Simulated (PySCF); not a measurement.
**CClF3**

CClF3 is a small molecule, neutral, singlet. The structure was relaxed in the gas phase by PBE0-D3(BJ)/def2-SVP. No frequency run checks that it is a minimum.

SMILES: FC(F)(F)Cl

```
atom   x (Å)   y (Å)   z (Å)
  C1   0.079  -0.032  -0.021
  F2   0.601  -0.655   1.017
  F3   0.838   1.004  -0.320
  F4   0.062  -0.857  -1.049
 Cl5  -1.555   0.504   0.353
```

Shieldings: GIAO PBE0/pcSseg-2. Shifts are against computed references at the same level: C TMS (σ 184.1 ppm). Core levels by delta-SCF with SCAN, pcX-2 on the ionised atom and pcseg-1 elsewhere, spin-free X2C (2p3/2 is the spin-free 2p value less a third of a first-order spin-orbit splitting); from the vacuum level, for chosen atoms.

(1) Give the shieldings and core levels atom by atom.

(2) By CAM-B3LYP/def2-SVPD (TDDFT singlets, Tamm-Dancoff triplets, ionisation by delta-SCF), where does absorption start, and what does vertical ionisation take?

Answers

(1) 
| atoms | bonded to | σ (ppm) | δ (ppm) | core level (eV) |
| --- | --- | --- | --- | --- |
| C1 | 1 Cl + 3 F | 42.8 | 141.3 | 1s 300.35 |
| F2 F3 F4 | 1 C | 209.5 | - | 1s 695.07 |
| Cl5 | 1 C | 585.8 | - | 2p3/2 207.69 |

Values are those of this one static structure; atoms that internal rotation interchanges would show their mean in an NMR spectrum.

(2) The first singlet with intensity lies at 9.83 eV (f 0.091); what lies below it is dark. The lowest singlet lies at 7.93 eV (f 0.000), the strongest of the first 6 at 10.84 eV (f 0.141), the lowest triplet at 7.05 eV; vertical ionisation takes 13.13 eV.

The 3 runs behind this took 34 s in all, one thread each of Arm Neoverse V1 on a shared host, launched as `OMP_NUM_THREADS=1 python cluster_run.py task.json out`.
